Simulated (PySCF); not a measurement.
## NMR data sheet: allene

```
Formula                               : C3H4
SMILES                                : C=C=C
InChI                                 : InChI=1S/C3H4/c1-3-2/h1-2H2
Point group of the computed structure : D2d
Degrees of unsaturation               : 2
Carbon signals                        : 2
Proton signals                        : 1
```

Bonds (- single, = double, # triple, : aromatic): C1=C2 1.308 Å, C2=C3 1.308 Å. C1 carries H4, H5; C3 carries H6, H7.

[PySCF: couplings computed with B3LYP/pcJ-1; B3LYP/pcSseg-2 with gauge-including orbitals; PBE0-D3(BJ)/def2-SVP structure; non-relativistic Hamiltonian; single conformer; isolated molecule; fast rotation and ring inversion assumed for equivalent nuclei]

Chemical shifts δ = σref − σ; TMS for ¹H and ¹³C, all at this level.

```tsv
carbon	δC, type	δH (multiplicity, J in Hz)	HMBC from (abs. J ≥ 3 Hz)	span of the C tensor (ppm)
C1/C3	77.9, CH2	4.85 (s)	H4/H5/H6/H7	153
C2	234.1, C	–	H4/H5/H6/H7	65
```

Selected couplings (Hz, signed; the shortest-range and largest first, 30 at most; isotopes ¹³C, ¹H): ¹J(C1,H4) 180.1, ¹J(C1,C2) 114.8.

- Carbon types of the structure: 1 × C, 2 × CH2, which accounts for all hydrogens.
- δC 234.1: central carbon of an allene; the central sp carbon of an allene is among the most deshielded carbons of hydrocarbons.
- δC 77.9: terminal carbon of a cumulated C=C=C unit.
- δH 4.85: hydrogen on a terminal carbon of a cumulated C=C=C unit; attached to an sp2 carbon and in the plane of the double bond.

Shifts are as computed. Against solution values, carbons near 30 ppm lie about +3 ppm off and those near 130 ppm about +8 ppm. Of 1211 compounds with measured shifts, 218 miss one by over three times the rms of a fit or turn the order of signals round; such compounds aren't used in these exercises.
